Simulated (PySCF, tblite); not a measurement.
# C3H3NS: vibronic structure

Aim: compute the vibronic structure of C3H3NS (`c1cscn1`).

Computed with tblite 0.8.0 and PySCF 2.14.0 and routines of our own; the level stands in each step. Atoms count from 0.

## (1) The system as given

8 atoms, charge 0, multiplicity 1; geometry from: force field or distance geometry start.

## (2) Geometry optimisation with GFN2-xTB

What the job is given:

```
{"job": {"kind": "relax", "xc": "GFN2-xTB", "basis": "xTB"}, "charge": 0, "multiplicity": 1}
C      0.552600     0.758900     0.377300
C      1.122100    -0.423500     0.699100
S     -0.288700    -1.613700     0.576900
C     -1.468100    -0.265000     0.074500
N     -0.717000     0.793000     0.088800
H      1.170100     1.690500     0.368800
H      2.140800    -0.607300     0.969400
H     -2.502700    -0.323400    -0.144500
```

The run is started by

```
OMP_NUM_THREADS=1 python excited_run.py task.json out
```

The driver reads the jobs from task.json and runs them one after another.

What it wrote:

```text
step      E/eV     max force
  0    -382.81873    4.735
  1    -383.18593    3.035
  2    -383.35234    1.718
  3    -383.48999    1.343
  4    -383.57870    0.760
  5    -383.60347    0.450
  6    -383.61699    0.381
  7    -383.62816    0.385
  8    -383.63674    0.267
  9    -383.63977    0.158
 10    -383.64116    0.119
 11    -383.64177    0.086
 12    -383.64203    0.033
 13    -383.64209    0.028
 14    -383.64212    0.026
 15    -383.64216    0.020
 16    -383.64218    0.021
 17    -383.64220    0.012
 18    -383.64220    0.004
```

Run time: 0.07 s. Hardware: 1 thread of Arm Neoverse V1, shared host.

Relaxation path:

| step | energy from step 0 (eV) | largest force (eV/Å) |
| --- | --- | --- |
| 0 | 0.0000 | 4.7349 |
| 1 | -0.3672 | 3.0345 |
| 2 | -0.5336 | 1.7177 |
| 3 | -0.6713 | 1.3426 |
| 4 | -0.7600 | 0.7603 |
| 5 | -0.7847 | 0.4503 |
| 6 | -0.7983 | 0.3811 |
| 7 | -0.8094 | 0.3851 |
| 8 | -0.8180 | 0.2670 |
| 9 | -0.8210 | 0.1576 |
| 10 | -0.8224 | 0.1187 |
| 11 | -0.8230 | 0.0861 |
| 12 | -0.8233 | 0.0334 |
| 13 | -0.8234 | 0.0281 |
| 14 | -0.8234 | 0.0262 |
| 15 | -0.8234 | 0.0199 |
| 16 | -0.8234 | 0.0207 |
| 17 | -0.8235 | 0.0124 |
| 18 | -0.8235 | 0.0042 |

Distances of close pairs at the start and the end, largest changes first:

| bond | before (Å) | after (Å) | change (Å) |
| --- | --- | --- | --- |
| C1–S2 | 1.850 | 1.719 | -0.131 |
| S2–C3 | 1.861 | 1.738 | -0.123 |
| C0–N4 | 1.302 | 1.353 | +0.051 |
| C0–H5 | 1.118 | 1.075 | -0.043 |
| C3–N4 | 1.298 | 1.280 | -0.018 |
| C3–H7 | 1.059 | 1.071 | +0.012 |
| C0–C1 | 1.351 | 1.359 | +0.008 |
| C1–H6 | 1.070 | 1.071 | +0.001 |

The next job starts from the end point, and lists it.

## (3) Harmonic vibrations with GFN2-xTB

What the job is given:

```
{"job": {"kind": "ir", "xc": "GFN2-xTB", "basis": "xTB"}, "charge": 0, "multiplicity": 1}
C      0.557613     0.818663     0.370718
C      1.009155    -0.425688     0.677459
S     -0.271563    -1.567117     0.569468
C     -1.318675    -0.256932     0.115273
N     -0.756564     0.891387     0.056987
H      1.147663     1.716684     0.359718
H      1.996023    -0.735207     0.954699
H     -2.354596    -0.432378    -0.094054
```

What it wrote:

```text
mode    cm-1     km/mol
  1     432.6      0.33
  2     587.5      9.39
  3     608.2      0.01
  4     736.5      3.59
  5     760.5      5.31
  6     776.5      5.50
  7     832.8      2.01
  8     836.1     66.38
  9     876.2      2.51
 10    1051.4      1.18
 11    1108.7      1.55
 12    1146.9     12.79
 13    1308.4     32.32
 14    1437.8     24.59
 15    1524.7    121.29
 16    3139.2      9.42
 17    3166.8      1.94
 18    3175.5      5.28
```

It took 0.13 s on 1 thread of Arm Neoverse V1, shared host.

The strongest bands and the atoms that carry them (share of the mass-weighted mode):

| cm⁻¹ | km/mol | atoms |
| --- | --- | --- |
| 588 | 9.4 | N4 41 %, C0 22 %, C3 19 %, H5 10 % |
| 776 | 5.5 | H7 81 %, C3 15 % |
| 836 | 66.4 | C3 40 %, C1 20 %, H7 11 % |
| 1147 | 12.8 | H5 40 %, H7 34 % |
| 1308 | 32.3 | C0 34 %, N4 27 %, C1 15 % |
| 1438 | 24.6 | C0 42 %, C1 30 %, N4 12 %, C3 11 % |
| 1525 | 121.3 | N4 39 %, C3 37 %, C0 11 % |
| 3139 | 9.4 | H5 90 % |

## (4) Vibronic structure: TDA BHandHLYP/def2-SVP

The job, as its differences from that of step 3:

```diff
@@ -1,2 +1,2 @@
-{"job": {"kind": "ir", "xc": "GFN2-xTB", "basis": "xTB"}, "charge": 0, "multiplicity": 1}
+{"job": {"kind": "vib", "xc": "BHandHLYP", "basis": "def2-SVP", "tda": true}, "charge": 0, "multiplicity": 1}
 C      0.557613     0.818663     0.370718
```

Method: TDA BHandHLYP/def2-SVP vertical-gradient vibronic structure (displaced harmonic oscillators, Condon), gas phase.

What it wrote:

```text
final grid: 34392 points
cycle   1  E = -568.6561177806  dE =  1.113e+00  |g| = 3.132e-01  |ddm| = 3.232e+00
cycle   2  E = -568.6571510638  dE = -1.033e-03  |g| = 3.545e-01  |ddm| = 6.219e-01
cycle   3  E = -568.6850502626  dE = -2.790e-02  |g| = 5.179e-02  |ddm| = 3.610e-01
cycle   4  E = -568.6857423814  dE = -6.921e-04  |g| = 2.076e-02  |ddm| = 8.522e-02
cycle   5  E = -568.6858590300  dE = -1.166e-04  |g| = 6.767e-03  |ddm| = 3.194e-02
cycle   6  E = -568.6858727985  dE = -1.377e-05  |g| = 1.947e-03  |ddm| = 9.468e-03
cycle   7  E = -568.6858739502  dE = -1.152e-06  |g| = 9.625e-04  |ddm| = 3.241e-03
cycle   8  E = -568.6858742939  dE = -3.437e-07  |g| = 1.891e-04  |ddm| = 1.615e-03
cycle   9  E = -568.6858743085  dE = -1.457e-08  |g| = 4.974e-05  |ddm| = 3.540e-04
cycle  10  E = -568.6858743095  dE = -1.044e-09  |g| = 1.070e-05  |ddm| = 1.059e-04
cycle  11  E = -568.6858743096  dE = -7.071e-11  |g| = 4.518e-06  |ddm| = 2.874e-05
converged SCF energy = -568.6858743096

Singlet excitations (eV, f): 5.880 (0.0010)  6.337 (0.1375)  6.971 (0.0003)  6.978 (0.0643)  7.751 (0.0002)  7.988 (0.0077)

State S1  5.8801 eV  f = 0.00098  H-2->L 0.94
  relaxed dipole 0.868 D, largest gradient of the excitation energy 0.1025 Eh/bohr
  mode    cm-1        S   lambda/meV  Raman
    8    836.1    3.5392     366.9   1.000
    9    876.2    0.6294      68.4   0.195
   14   1437.8    0.3552      63.3   0.297
   13   1308.4    0.2014      32.7   0.139
   11   1108.7    0.2135      29.3   0.106
   15   1524.7    0.1522      28.8   0.143
    4    736.5    0.2195      20.0   0.048
   12   1146.9    0.1090      15.5   0.058
   10   1051.4    0.0753       9.8   0.034
   17   3166.8    0.0108       4.2   0.044
    3    608.2    0.0110       0.8   0.002
  reorganisation energy 0.6404 eV, total S 5.518, 0-0 5.2397 eV
  absorption maximum 5.756 eV, width 0.572 eV

State S2  6.3370 eV  f = 0.13754  H->L 0.87
  relaxed dipole 2.081 D, largest gradient of the excitation energy 0.0677 Eh/bohr
  mode    cm-1        S   lambda/meV  Raman
   14   1437.8    1.3836     246.7   1.000
    4    736.5    1.8533     169.2   0.351
    3    608.2    1.6866     127.2   0.218
    8    836.1    0.1645      17.1   0.040
   12   1146.9    0.1077      15.3   0.050
   13   1308.4    0.0713      11.6   0.043
   10   1051.4    0.0400       5.2   0.015
   11   1108.7    0.0141       1.9   0.006
  reorganisation energy 0.5962 eV, total S 5.329, 0-0 5.7408 eV
  absorption maximum 6.259 eV, width 0.626 eV

State S4  6.9785 eV  f = 0.06428  H-1->L 0.79, H->L+2 0.10
  relaxed dipole 1.456 D, largest gradient of the excitation energy 0.0593 Eh/bohr
  mode    cm-1        S   lambda/meV  Raman
   14   1437.8    0.5813     103.6   1.000
    4    736.5    0.8264      75.5   0.373
    8    836.1    0.7028      72.9   0.409
   15   1524.7    0.3322      62.8   0.643
    9    876.2    0.4374      47.5   0.279
    3    608.2    0.2676      20.2   0.082
   13   1308.4    0.0990      16.1   0.141
   10   1051.4    0.1012      13.2   0.093
   11   1108.7    0.0163       2.2   0.017
   12   1146.9    0.0124       1.8   0.014
  reorganisation energy 0.4186 eV, total S 3.384, 0-0 6.5598 eV
  absorption maximum 6.844 eV, width 0.498 eV

State T1  3.8440 eV  f = 0.00000  H->L 0.90
  relaxed dipole 1.354 D, largest gradient of the excitation energy 0.1076 Eh/bohr
  mode    cm-1        S   lambda/meV  Raman
   14   1437.8    3.2001     570.5   1.000
    3    608.2    1.4804     111.6   0.083
    4    736.5    0.2932      26.8   0.024
   13   1308.4    0.1631      26.5   0.042
   11   1108.7    0.1914      26.3   0.036
   12   1146.9    0.0864      12.3   0.017
    8    836.1    0.0901       9.3   0.010
   10   1051.4    0.0334       4.4   0.006
   18   3175.5    0.0056       2.2   0.009
    9    876.2    0.0085       0.9   0.001
  reorganisation energy 0.7925 eV, total S 5.558, 0-0 3.0516 eV
  absorption maximum 3.744 eV, width 0.814 eV
```

Run time: 7.6 s. Hardware: 1 thread of Arm Neoverse V1, shared host; peak memory 0.48 GiB.

## (5) Vibronic structure: TDA PBE0/def2-SVP

The job, as its differences from that of step 4:

```diff
@@ -1,2 +1,2 @@
-{"job": {"kind": "vib", "xc": "BHandHLYP", "basis": "def2-SVP", "tda": true}, "charge": 0, "multiplicity": 1}
+{"job": {"kind": "vib", "xc": "PBE0", "basis": "def2-SVP", "tda": true, "nstates": 4}, "charge": 0, "multiplicity": 1}
 C      0.557613     0.818663     0.370718
```

With the program's defaults for keys left out, this is: TDA PBE0/def2-SVP vertical-gradient vibronic structure (displaced harmonic oscillators, Condon), gas phase.

What it wrote:

```text
final grid: 34392 points
cycle   1  E = -568.4397610620  dE =  9.405e-01  |g| = 2.918e-01  |ddm| = 3.286e+00
cycle   2  E = -568.3953910267  dE =  4.437e-02  |g| = 5.180e-01  |ddm| = 8.540e-01
cycle   3  E = -568.4623537371  dE = -6.696e-02  |g| = 4.858e-02  |ddm| = 5.802e-01
cycle   4  E = -568.4628319781  dE = -4.782e-04  |g| = 2.331e-02  |ddm| = 7.452e-02
cycle   5  E = -568.4629512375  dE = -1.193e-04  |g| = 9.711e-03  |ddm| = 3.060e-02
cycle   6  E = -568.4629752590  dE = -2.402e-05  |g| = 2.872e-03  |ddm| = 1.212e-02
cycle   7  E = -568.4629774415  dE = -2.183e-06  |g| = 5.694e-04  |ddm| = 3.438e-03
cycle   8  E = -568.4629775270  dE = -8.550e-08  |g| = 1.277e-04  |ddm| = 7.557e-04
cycle   9  E = -568.4629775319  dE = -4.840e-09  |g| = 3.002e-05  |ddm| = 2.099e-04
cycle  10  E = -568.4629775321  dE = -2.351e-10  |g| = 6.817e-06  |ddm| = 4.188e-05
converged SCF energy = -568.4629775321

Singlet excitations (eV, f): 5.397 (0.0004)  6.217 (0.1023)  6.737 (0.0004)  6.828 (0.0757)

State S1  5.3970 eV  f = 0.00040  H-1->L 0.99
  relaxed dipole 0.763 D, largest gradient of the excitation energy 0.0895 Eh/bohr
  mode    cm-1        S   lambda/meV  Raman
    8    836.1    3.0134     312.4   1.000
   14   1437.8    0.5281      94.1   0.518
    9    876.2    0.6113      66.4   0.223
    4    736.5    0.5457      49.8   0.140
   13   1308.4    0.1858      30.1   0.151
   12   1146.9    0.0860      12.2   0.054
   15   1524.7    0.0628      11.9   0.069
   10   1051.4    0.0843      11.0   0.044
   11   1108.7    0.0757      10.4   0.044
    3    608.2    0.0554       4.2   0.010
   17   3166.8    0.0089       3.5   0.042
  reorganisation energy 0.6075 eV, total S 5.261, 0-0 4.7895 eV
  absorption maximum 5.295 eV, width 0.634 eV

State S2  6.2175 eV  f = 0.10234  H->L 0.78
  relaxed dipole 1.934 D, largest gradient of the excitation energy 0.0614 Eh/bohr
  mode    cm-1        S   lambda/meV  Raman
    4    736.5    1.7483     159.6   0.690
   14   1437.8    0.6648     118.5   1.000
    3    608.2    1.4042     105.9   0.378
    8    836.1    0.3120      32.3   0.159
   10   1051.4    0.0804      10.5   0.065
   12   1146.9    0.0619       8.8   0.059
   13   1308.4    0.0072       1.2   0.009
  reorganisation energy 0.4383 eV, total S 4.285, 0-0 5.7792 eV
  absorption maximum 6.127 eV, width 0.472 eV

State S4  6.8276 eV  f = 0.07567  H-2->L 0.70, H->L 0.10
  relaxed dipole 1.049 D, largest gradient of the excitation energy 0.0652 Eh/bohr
  mode    cm-1        S   lambda/meV  Raman
   14   1437.8    0.5211      92.9   1.000
    4    736.5    0.9088      83.0   0.458
    8    836.1    0.6501      67.4   0.422
   15   1524.7    0.3481      65.8   0.751
    3    608.2    0.7332      55.3   0.252
    9    876.2    0.3305      35.9   0.236
   13   1308.4    0.1110      18.0   0.176
   10   1051.4    0.0529       6.9   0.054
   11   1108.7    0.0112       1.5   0.013
   12   1146.9    0.0077       1.1   0.009
  reorganisation energy 0.4297 eV, total S 3.679, 0-0 6.3978 eV
  absorption maximum 6.764 eV, width 0.558 eV

State T1  3.9208 eV  f = 0.00000  H->L 0.94
  relaxed dipole 1.366 D, largest gradient of the excitation energy 0.0958 Eh/bohr
  mode    cm-1        S   lambda/meV  Raman
   14   1437.8    2.6436     471.3   1.000
    3    608.2    1.4685     110.7   0.099
    4    736.5    0.3649      33.3   0.036
   13   1308.4    0.1576      25.6   0.049
   11   1108.7    0.1730      23.8   0.039
   12   1146.9    0.0824      11.7   0.020
    8    836.1    0.0803       8.3   0.010
   10   1051.4    0.0312       4.1   0.006
    9    876.2    0.0117       1.3   0.002
  reorganisation energy 0.6934 eV, total S 5.024, 0-0 3.2274 eV
  absorption maximum 3.833 eV, width 0.726 eV
```

It took 6.8 s on 1 thread of Arm Neoverse V1, shared host; peak memory 0.5 GiB.

## (6) Vibronic structure: TDA wB97X/def2-SV(P)

The job, as its differences from that of step 5:

```diff
@@ -1,2 +1,2 @@
-{"job": {"kind": "vib", "xc": "PBE0", "basis": "def2-SVP", "tda": true, "nstates": 4}, "charge": 0, "multiplicity": 1}
+{"job": {"kind": "vib", "xc": "wB97X", "basis": "def2-SV(P)", "tda": true, "fwhm_ev": 0.02, "nstates": 10, "grid": 3, "nbright": 3}, "charge": 0, "multiplicity": 1}
 C      0.557613     0.818663     0.370718
```

Method: TDA wB97X/def2-SV(P) vertical-gradient vibronic structure (displaced harmonic oscillators, Condon), gas phase.

What it wrote:

```text
coarse grid: 7808 points
cycle   1  E = -568.6385268648  dE =  1.173e+00  |g| = 3.592e-01  |ddm| = 3.197e+00
cycle   2  E = -568.6505907327  dE = -1.206e-02  |g| = 3.541e-01  |ddm| = 6.034e-01
cycle   3  E = -568.6764497191  dE = -2.586e-02  |g| = 4.316e-02  |ddm| = 3.061e-01
cycle   4  E = -568.6769926575  dE = -5.429e-04  |g| = 2.206e-02  |ddm| = 9.244e-02
cycle   5  E = -568.6771390650  dE = -1.464e-04  |g| = 5.918e-03  |ddm| = 3.641e-02
cycle   6  E = -568.6771538737  dE = -1.481e-05  |g| = 1.688e-03  |ddm| = 1.330e-02
cycle   7  E = -568.6771554823  dE = -1.609e-06  |g| = 9.881e-04  |ddm| = 4.656e-03
final grid: 104560 points
cycle   8  E = -568.7402609631  dE = -3.121e-05  |g| = 2.448e-03  |ddm| = 1.578e-02
cycle   9  E = -568.7402617781  dE = -8.150e-07  |g| = 2.008e-03  |ddm| = 3.921e-03
cycle  10  E = -568.7402626482  dE = -8.701e-07  |g| = 4.277e-04  |ddm| = 1.803e-03
cycle  11  E = -568.7402627059  dE = -5.767e-08  |g| = 1.788e-04  |ddm| = 6.572e-04
cycle  12  E = -568.7402627167  dE = -1.081e-08  |g| = 4.100e-05  |ddm| = 2.614e-04
cycle  13  E = -568.7402627183  dE = -1.657e-09  |g| = 1.255e-05  |ddm| = 1.273e-04
cycle  14  E = -568.7402627185  dE = -1.846e-10  |g| = 7.295e-06  |ddm| = 4.594e-05
converged SCF energy = -568.7402627185

Singlet excitations (eV, f): 5.645 (0.0007)  6.339 (0.1248)  6.955 (0.0758)  6.996 (0.0003)  7.725 (0.0008)  7.816 (0.0075)  8.250 (0.0387)  8.533 (0.0087)  8.787 (0.1818)  9.106 (0.0000)

State S1  5.6446 eV  f = 0.00071  H-1->L 0.97
  relaxed dipole 0.926 D, largest gradient of the excitation energy 0.0964 Eh/bohr
  mode    cm-1        S   lambda/meV  Raman
    8    836.1    3.5515     368.2   1.000
   14   1437.8    0.4151      74.0   0.346
    9    876.2    0.6215      67.5   0.192
   13   1308.4    0.2377      38.6   0.164
    4    736.5    0.3253      29.7   0.071
   11   1108.7    0.1404      19.3   0.070
   15   1524.7    0.0870      16.4   0.081
   12   1146.9    0.1061      15.1   0.056
   10   1051.4    0.0800      10.4   0.036
   17   3166.8    0.0089       3.5   0.036
    3    608.2    0.0163       1.2   0.002
  reorganisation energy 0.6449 eV, total S 5.592, 0-0 4.9998 eV
  absorption maximum 5.416 eV, width 0.610 eV

State S2  6.3392 eV  f = 0.12482  H->L 0.83
  relaxed dipole 2.062 D, largest gradient of the excitation energy 0.0617 Eh/bohr
  mode    cm-1        S   lambda/meV  Raman
    4    736.5    2.3179     211.6   0.616
   14   1437.8    0.9878     176.1   1.000
    3    608.2    1.4407     108.6   0.261
    8    836.1    0.2684      27.8   0.092
   12   1146.9    0.1054      15.0   0.068
   10   1051.4    0.0533       6.9   0.029
   13   1308.4    0.0426       6.9   0.036
  reorganisation energy 0.5551 eV, total S 5.225, 0-0 5.7841 eV
  absorption maximum 6.222 eV, width 0.470 eV

State S3  6.9552 eV  f = 0.07581  H-2->L 0.77, H->L+2 0.08
  relaxed dipole 1.268 D, largest gradient of the excitation energy 0.0657 Eh/bohr
  mode    cm-1        S   lambda/meV  Raman
   14   1437.8    0.7505     133.8   1.000
    4    736.5    1.1772     107.5   0.412
   15   1524.7    0.3522      66.6   0.528
    8    836.1    0.5294      54.9   0.239
    9    876.2    0.4464      48.5   0.221
    3    608.2    0.4023      30.3   0.096
   13   1308.4    0.1399      22.7   0.154
   10   1051.4    0.0727       9.5   0.052
   12   1146.9    0.0129       1.8   0.011
  reorganisation energy 0.4782 eV, total S 3.891, 0-0 6.4770 eV
  absorption maximum 6.845 eV, width 0.566 eV

State S9  8.7869 eV  f = 0.18181  H->L+2 0.39, H-2->L+2 0.26, H-1->L+1 0.16
  relaxed dipole 2.373 D, largest gradient of the excitation energy 0.0889 Eh/bohr
  mode    cm-1        S   lambda/meV  Raman
   13   1308.4    0.6707     108.8   1.000
   10   1051.4    0.7265      94.7   0.700
    8    836.1    0.8801      91.2   0.536
   11   1108.7    0.3905      53.7   0.418
   15   1524.7    0.2734      51.7   0.554
    4    736.5    0.1279      11.7   0.060
    9    876.2    0.1002      10.9   0.067
   14   1437.8    0.0135       2.4   0.024
   12   1146.9    0.0089       1.3   0.010
    3    608.2    0.0116       0.9   0.004
  reorganisation energy 0.4292 eV, total S 3.208, 0-0 8.3577 eV
  absorption maximum 8.624 eV, width 0.600 eV

State T1  4.0318 eV  f = 0.00000  H->L 0.92
  relaxed dipole 1.353 D, largest gradient of the excitation energy 0.1046 Eh/bohr
  mode    cm-1        S   lambda/meV  Raman
   14   1437.8    3.0624     545.9   1.000
    3    608.2    1.4576     109.9   0.085
    4    736.5    0.4267      39.0   0.037
   13   1308.4    0.1737      28.2   0.047
   11   1108.7    0.1986      27.3   0.039
   12   1146.9    0.0972      13.8   0.020
    8    836.1    0.0793       8.2   0.009
   10   1051.4    0.0318       4.1   0.006
   18   3175.5    0.0052       2.1   0.008
  reorganisation energy 0.7801 eV, total S 5.540, 0-0 3.2517 eV
  absorption maximum 3.862 eV, width 0.704 eV
```

Wall time 18 s (1 thread of Arm Neoverse V1, shared host); peak memory 0.57 GiB.

## (7) What came out

| quantity | value |
| --- | --- |
| strongest single infrared mode (GFN2-xTB) | 1525 cm⁻¹, 121 km/mol |
| zero-point energy (GFN2-xTB) | 33.6 kcal/mol |
| S1: vertical, reorganisation, 0-0, total S (step 4, TDA BHandHLYP/def2-SVP, modes from GFN2-xTB) | 5.88, 0.64, 5.24 eV; 5.5 |
| S2: vertical, reorganisation, 0-0, total S (step 4, TDA BHandHLYP/def2-SVP, modes from GFN2-xTB) | 6.34, 0.60, 5.74 eV; 5.3 |
| S4: vertical, reorganisation, 0-0, total S (step 4, TDA BHandHLYP/def2-SVP, modes from GFN2-xTB) | 6.98, 0.42, 6.56 eV; 3.4 |
| S1: vertical, reorganisation, 0-0, total S (step 5, TDA PBE0/def2-SVP, modes from GFN2-xTB) | 5.40, 0.61, 4.79 eV; 5.3 |
| S2: vertical, reorganisation, 0-0, total S (step 5, TDA PBE0/def2-SVP, modes from GFN2-xTB) | 6.22, 0.44, 5.78 eV; 4.3 |
| S4: vertical, reorganisation, 0-0, total S (step 5, TDA PBE0/def2-SVP, modes from GFN2-xTB) | 6.83, 0.43, 6.40 eV; 3.7 |
| S1: vertical, reorganisation, 0-0, total S (step 6, TDA wB97X/def2-SV(P), modes from GFN2-xTB) | 5.64, 0.64, 5.00 eV; 5.6 |
| S2: vertical, reorganisation, 0-0, total S (step 6, TDA wB97X/def2-SV(P), modes from GFN2-xTB) | 6.34, 0.56, 5.78 eV; 5.2 |
| S3: vertical, reorganisation, 0-0, total S (step 6, TDA wB97X/def2-SV(P), modes from GFN2-xTB) | 6.96, 0.48, 6.48 eV; 3.9 |

What this shows: All 18 modes are real, so the xTB geometry is a minimum. The strongest single mode, at 1525 cm⁻¹, moves mainly N4 and C3. GFN2-xTB is a fitted tight-binding method: band positions and strengths are rough. Its intensities can rank the bands wrongly. Some states lie very close; unless symmetry makes them partners, their order is unsure. The vibronic model keeps the ground-state modes (from xTB) and shifts them along the gradient alone, so it can miss much of the relaxation that a full optimisation finds.
